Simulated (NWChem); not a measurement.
The numbers come from NWChem runs, not from measurements. System: Li (-1), charge -1, spin multiplicity 1. Level: MP2/def2-SVPD, no orbitals frozen.

Output (cleaned and shortened):

```
             Northwest Computational Chemistry Package (NWChem) 7.3.0
             --------------------------------------------------------

                                NWChem Input Module
                                -------------------

 Scaling coordinates for geometry "geometry" by  1.889725989
 (inverse scale =  0.529177249)

                             Geometry "geometry" -> ""
                             -------------------------

 Output coordinates in angstroms (scale by  1.889725989 to convert to a.u.)

  No.       Tag          Charge          X              Y              Z
 ---- ---------------- ---------- -------------- -------------- --------------
    1 Li                   3.0000     0.00000000     0.00000000     0.00000000

 Effective nuclear repulsion energy (a.u.)       0.0000000000

            Nuclear Dipole moment (a.u.)
            ----------------------------
        X                 Y               Z
 ---------------- ---------------- ----------------
     0.0000000000     0.0000000000     0.0000000000

      Symmetry information
      --------------------

 Group name             D2h
 Group number             26
 Group order               8
 No. of unique centers     1

      Symmetry unique atoms

     1


 Summary of "ao basis" -> "" (spherical)
 ------------------------------------------------------------------------------
       Tag                 Description            Shells   Functions and Types
 ---------------- ------------------------------  ------  ---------------------
 *                         def2-svpd                  on all atoms

 Summary of "ao basis" -> "ao basis" (spherical)
 ------------------------------------------------------------------------------
       Tag                 Description            Shells   Functions and Types
 ---------------- ------------------------------  ------  ---------------------
 Li                        def2-svpd                 6       12   3s3p

                                 NWChem SCF Module
                                 -----------------

  ao basis        = "ao basis"
  functions       =    12
  atoms           =     1
  closed shells   =     2
  open shells     =     0
  charge          =  -1.00
  wavefunction    = RHF
  use symmetry    = T
  symmetry adapt  = T

 Summary of "ao basis" -> "ao basis" (spherical)
 ------------------------------------------------------------------------------
       Tag                 Description            Shells   Functions and Types
 ---------------- ------------------------------  ------  ---------------------
 Li                        def2-svpd                 6       12   3s3p

      Symmetry analysis of basis
      --------------------------

        ag          3
        au          0
        b1g         0
        b1u         3
        b2g         0
        b2u         3
        b3g         0
        b3u         3

 Forming initial guess at       0.0s

      Superposition of Atomic Density Guess
      -------------------------------------

 Sum of atomic energies:          -7.42506398

 Renormalizing density from       3.00 to      4

      Non-variational initial energy
      ------------------------------

 Total energy =      -8.787238
 1-e energy   =     -12.933904
 2-e energy   =       4.146666
 HOMO         =       0.111231
 LUMO         =       0.193475

      Symmetry analysis of molecular orbitals - initial
      -------------------------------------------------

 !! scf_movecs_sym_adapt:    9 vectors were symmetry contaminated

  Symmetry fudging

 !! scf_movecs_sym_adapt:    9 vectors were symmetry contaminated

  Numbering of irreducible representations:

     1 ag          2 au          3 b1g         4 b1u         5 b2g
     6 b2u         7 b3g         8 b3u

  Orbital symmetries:

     1 ag          2 ag          3 b1u         4 b3u         5 b2u
     6 ag          7 b1u         8 b3u         9 b2u        10 b1u
    11 b2u        12 b3u

 Starting SCF solution at       0.1s

 ----------------------------------------------
         Quadratically convergent ROHF

 Convergence threshold     :          1.000E-07
 Maximum no. of iterations :          100
 Final Fock-matrix accuracy:          1.000E-09
[...]
 ----------------------------------------------

              iter       energy          gnorm     gmax       time
             ----- ------------------- --------- --------- --------
                 1       -7.3965332670  2.83D-01  2.44D-01      0.1
                 2       -7.4167054573  6.57D-02  6.55D-02      0.1
                 3       -7.4169610289  1.55D-03  1.54D-03      0.1
                 4       -7.4169628637  1.33D-07  1.26D-07      0.1
                 5       -7.4169628637  6.18D-15  5.43D-15      0.1

       Final RHF  results
       ------------------

         Total SCF energy =     -7.416962863708
      One-electron energy =    -10.219887401077
      Two-electron energy =      2.802924537369
 Nuclear repulsion energy =      0.000000000000

        Time for solution =      0.0s

       Symmetry analysis of molecular orbitals - final
       -----------------------------------------------

  Numbering of irreducible representations:

     1 ag          2 au          3 b1g         4 b1u         5 b2g
     6 b2u         7 b3g         8 b3u

  Orbital symmetries:

     1 ag          2 ag          3 b3u         4 b2u         5 b1u
     6 ag          7 b1u         8 b2u         9 b3u        10 b3u
    11 b2u        12 b1u

             Final eigenvalues
             -----------------

              1
    1   -2.3029
    2   -0.0041
    3    0.1605
    4    0.1605
    5    0.1605
    6    0.2336
    7    0.3252
    8    0.3252
    9    0.3252
   10    0.9322
   11    0.9322
   12    0.9322

                       ROHF Final Molecular Orbital Analysis
                       -------------------------------------

 Vector    2  Occ=2.000000D+00  E=-4.132694D-03  Symmetry=ag
              MO Center= -1.0D-18,  4.5D-20, -7.3D-20, r^2= 8.8D+00
   Bfn.  Coefficient  Atom+Function         Bfn.  Coefficient  Atom+Function
  ----- ------------  ---------------      ----- ------------  ---------------
     3      0.838741  1 Li s                  2      0.195662  1 Li s
     1     -0.159167  1 Li s

 Vector    3  Occ=0.000000D+00  E= 1.605411D-01  Symmetry=b3u
              MO Center=  1.0D-18,  4.2D-57, -6.8D-57, r^2= 1.4D+01
   Bfn.  Coefficient  Atom+Function         Bfn.  Coefficient  Atom+Function
  ----- ------------  ---------------      ----- ------------  ---------------
    10      1.072203  1 Li px

 Vector    4  Occ=0.000000D+00  E= 1.605411D-01  Symmetry=b2u
              MO Center=  3.0D-60, -2.9D-20, -5.4D-60, r^2= 1.4D+01
   Bfn.  Coefficient  Atom+Function         Bfn.  Coefficient  Atom+Function
  ----- ------------  ---------------      ----- ------------  ---------------
    11      1.072203  1 Li py

 Vector    5  Occ=0.000000D+00  E= 1.605411D-01  Symmetry=b1u
              MO Center=  2.1D-59,  8.1D-60,  7.7D-20, r^2= 1.4D+01
   Bfn.  Coefficient  Atom+Function         Bfn.  Coefficient  Atom+Function
  ----- ------------  ---------------      ----- ------------  ---------------
    12      1.072203  1 Li pz

 center of mass
 --------------
 x =   0.00000000 y =   0.00000000 z =   0.00000000

 moments of inertia (a.u.)
 ------------------
           0.000000000000           0.000000000000           0.000000000000
           0.000000000000           0.000000000000           0.000000000000
           0.000000000000           0.000000000000           0.000000000000

  Mulliken analysis of the total density
  --------------------------------------

    Atom       Charge   Shell Charges
 -----------   ------   -------------------------------------------------------
    1 Li   3     4.00   2.00  0.35  1.65  0.00  0.00  0.00

       Multipole analysis of the density wrt the origin
       ------------------------------------------------

     L   x y z        total         open         nuclear
     -   - - -        -----         ----         -------
     0   0 0 0     -1.000000      0.000000      3.000000

     1   1 0 0      0.000000      0.000000      0.000000
     1   0 1 0     -0.000000      0.000000      0.000000
     1   0 0 1      0.000000      0.000000      0.000000

     2   2 0 0    -21.212597      0.000000      0.000000
     2   1 1 0     -0.000000      0.000000      0.000000
     2   1 0 1     -0.000000      0.000000      0.000000
     2   0 2 0    -21.212597      0.000000      0.000000
     2   0 1 1     -0.000000      0.000000      0.000000
     2   0 0 2    -21.212597      0.000000      0.000000

                   NWChem MP2 Semi-direct Energy/Gradient Module
                   ---------------------------------------------

  Basis functions       =     12
  Molecular orbitals    =     12
  Frozen core           =      0
  Frozen virtuals       =      0
  Active alpha occupied =      2
  Active beta occupied  =      2
  Active alpha virtual  =     10
  Active beta virtual   =     10
  Use MO symmetry       = T
  Use skeleton AO sym   = T

  AO/Fock/Back tols     =   1.0D-09  1.0D-09  1.0D-09

 GA uses MA = F    GA memory limited = T

 Available:
  local mem=  1.26D+08
 global mem=  1.44D+08
 local disk=  0.00D+00
  mp2_memr nvloc                    10
  nvloc new                    10
   1 passes of   2:        2097152                        477                      5576.
   1 passes of   2: M    126155984           G      144178912           F     124058832.

 Semi-direct pass number   1 of   1  for RHF alpha+beta  at        0.1s
  vrange nnbf                    78
  mp2_eaftype                    10  avail_ma_in_mb                  1099
 EAF : mp2_eaftype filesize          10       2788.
  mp2_eaf for mointskh                     10
Node 0 wrote      0.0 Mb in      0.0 s     Agg I/O rate:   442.2 Mb/s
 Done moints_semi at        0.1s
  mp2_eaftype                    10  avail_ma_in_mb                  1089
 EAF : mp2_eaftype filesize          10       2788.
  mp2_eaf for kh                    10
 Done maket at        0.1s
 Done multipass loop at        0.1s

          -------------------------------------------
          SCF energy                  -7.416962863708
          Correlation energy          -0.017521575309
          Singlet pairs               -0.017122850876
          Triplet pairs               -0.000398724432
          Total MP2 energy            -7.434484439017
          -------------------------------------------

          ---------------------------------------------------
                    Spin Component Scaled (SCS) MP2
          Same spin pairs                     -0.000265816288
          Same spin scaling factor             0.333333333333
          Opposite spin pairs                 -0.017255759021
          Opposite spin scaling fact.          1.200000000000
          SCS-MP2 correlation energy          -0.020795516254
          Total SCS-MP2 energy                -7.437758379962
          ---------------------------------------------------

 -----------------------
 Performance information
 -----------------------

 Timer overhead =  1.77D-07 seconds/call

               Nr. of calls         CPU time (s)                 Wall time (s)                GFlops
             ---------------    -------------------     ------------------------------   -------------------
Name         Min   Avg   Max    Min     Avg     Max     Min     Avg     Max   Mx/calls   Min     Max     Sum
mp2: moin     1     1     1   4.21E-3 4.21E-3 4.21E-3  4.21E-3 4.21E-3 4.21E-3 4.21E-3   0.0     0.0     0.0
mp2: make     1     1     1   2.42E-4 2.42E-4 2.42E-4  2.42E-4 2.42E-4 2.42E-4 2.42E-4   0.0     0.0     0.0
mp2: tota     1     1     1   1.07E-2 1.07E-2 1.07E-2  1.07E-2 1.07E-2 1.07E-2 1.07E-2   0.0     0.0     0.0

 The average no. of pstat calls per process was 3.00D+00
 with a timing overhead of 5.31D-07s

 Task  times  cpu:        0.1s     wall:        0.1s

 Total times  cpu:        0.1s     wall:        0.1s
```

Task: Write an NWChem input that would produce this output.

Result: This is not unique; one that fits is 
```
start mol
memory heap 200 mb stack 900 mb global 1100 mb
charge -1
geometry units angstroms nocenter noautoz
  Li     0.000000     0.000000     0.000000
  symmetry group D2h
end
basis spherical
  * library def2-svpd
end
scf
  rhf
  nopen 0
  maxiter 100
  thresh 1e-7
  semidirect memsize 60000000 filesize 0
end
mp2
end
task mp2 energy
```
